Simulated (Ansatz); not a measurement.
# [HO2]− (hydroperoxide(1-)) at BHLYP/def2-TZVPPD

Aim: the energy change on altering one bond length of [HO2]− (hydroperoxide(1-)) at BHLYP/def2-TZVPPD, from 2 runs. 

Program for the calculation: Ansatz 0.2.0.

2 further runs of the same task are left out: 2 set aside as unsound or not needed.

**1. The system as given**

The species is [HO2]− (3 atoms), meant as a singlet with charge -1. SMILES: `[O-]O`. Geometry: relaxed at PBE0-D4/def2-TZVPD.

Bond lengths: O1–O2 1.479 Å, O2–H3 0.961 Å. Angles: O1–O2–H3 100.1°.

**2. A single-point energy at BHLYP/def2-TZVPPD**

Contents of in.yaml:

```yaml
crystal:
  periodic: [false, false, false]
  atoms:
    - {symbol: O, position_ang: [-0.357760, 1.025590, -0.080830]}
    - {symbol: O, position_ang: [-0.242260, -0.445880, -0.180750]}
    - {symbol: H, position_ang: [0.600030, -0.579720, 0.261570]}
basis:
  gaussian: {orbitals: def2-TZVPPD.json}
accuracy: high
hamiltonian: {xc: {name: BHLYP}}
total_charge: -1
output: {orbitals: {seedname: orbitals}}
```

The basis set def2-TZVPPD is read from a file made from the Basis Set Exchange's data (not shown).

Started as:

```bash
$ ansatz run in.yaml --threads 1 --pin off --max-ram 3480MiB --events-out events.jsonl --progress --plain --runs-dir runs
```

What it wrote:

```text
Warning: RAYON_NUM_THREADS=1 ignored (pool sized by the plan → 1); use --threads N
Functional definition: BHLYP
  name "BHLYP"
  parameter a = 0.5
  exchange = (1 - a)*b88_x + a*exact_x
  correlation = lyp_c
1485 factors; integrals over basis functions are off by at most 3.9e-9 eV
mean field evaluation 1: about -4105.3914 eV, gradient 2.8e1 eV
mean field evaluation 2: about -4105.3660 eV, gradient 3.1e1 eV
mean field evaluation 4: about -4106.8128 eV, gradient 2.6e0 eV
mean field evaluation 8: about -4106.8250 eV, gradient 6.9e-2 eV
mean field evaluation 16: about -4106.8250 eV, gradient 1.9e-5 eV
mean field -4106.82503839 eV, -150.9230364548 hartree, gradient 5.3e-8 eV, S^2 0.000000; 0 other end points of the search recorded, 0 dependent functions left out
reference -4106.82505688 eV, -150.9230371344 hartree; 9, 9 occupied and 88, 88 virtual orbitals, 1485 factors
Total energy: -4106.82505688 eV, -150.9230371344 hartree
```

It took 2.5 s on 1 thread of Arm Neoverse V2, shared host; peak memory 0.19 GiB.

**3. The distorted shape, same level**

Contents of job.yaml:

```yaml
crystal:
  periodic: [false, false, false]
  atoms:
    - symbol: O
      position_ang: [-0.392411, 1.467044, -0.050853]
    - symbol: O
      position_ang: [-0.242260, -0.445880, -0.180750]
    - symbol: H
      position_ang: [0.600030, -0.579720, 0.261570]
basis:
  gaussian:
    orbitals: def2-TZVPPD.json
total_charge: -1
hamiltonian:
  xc: {name: BHLYP}
accuracy: high
output: {orbitals: {seedname: orbitals}}
```

The basis set def2-TZVPPD is read from a file made from the Basis Set Exchange's data (not shown).

Started as:

```bash
$ ansatz run job.yaml --threads 1 --pin off --max-ram 3480MiB --events-out events.jsonl --progress --plain --runs-dir runs
```

What it wrote:

```text
Warning: RAYON_NUM_THREADS=1 ignored (pool sized by the plan → 1); use --threads N
Functional definition: BHLYP
  name "BHLYP"
  parameter a = 0.5
  exchange = (1 - a)*b88_x + a*exact_x
  correlation = lyp_c
1442 factors; integrals over basis functions are off by at most 3.9e-9 eV
mean field evaluation 1: about -4104.6762 eV, gradient 2.1e1 eV
mean field evaluation 2: about -4104.5553 eV, gradient 2.6e1 eV
mean field evaluation 4: about -4105.6494 eV, gradient 4.1e0 eV
mean field evaluation 8: about -4105.6842 eV, gradient 1.2e-1 eV
mean field evaluation 16: about -4105.6844 eV, gradient 1.1e-4 eV
mean field -4105.68436653 eV, -150.8811175373 hartree, gradient 3.7e-8 eV, S^2 0.000000; 0 other end points of the search recorded, 0 dependent functions left out
reference -4105.68438594 eV, -150.8811182504 hartree; 9, 9 occupied and 88, 88 virtual orbitals, 1442 factors
Total energy: -4105.68438594 eV, -150.8811182504 hartree
```

Wall time 2.5 s (1 thread of Arm Neoverse V2, shared host); peak memory 0.19 GiB.

**4. Summary of results**

At BHLYP/def2-TZVPPD:

| quantity | value |
| --- | --- |
| first shape: total energy | -150.92304 Eh |
| first shape: HOMO energy | -0.28 eV |
| first shape: LUMO energy | 5.28 eV |
| first shape: HOMO–LUMO gap (to an unbound level, set by the basis) | 5.57 eV |
| distorted shape: total energy | -150.88112 Eh |
| distorted shape: HOMO energy | -2.20 eV |
| distorted shape: LUMO energy | 4.76 eV |
| distorted shape: HOMO–LUMO gap (to an unbound level, set by the basis) | 6.96 eV |
| energy change with the O1–O2 bond stretched from 1.479 to 1.923 Å | 1.141 eV |

With the O1–O2 bond stretched from 1.479 to 1.923 Å the energy rises by 1.14 eV (110 kJ/mol). The first shape isn't relaxed at this level, so the change isn't measured from a minimum.
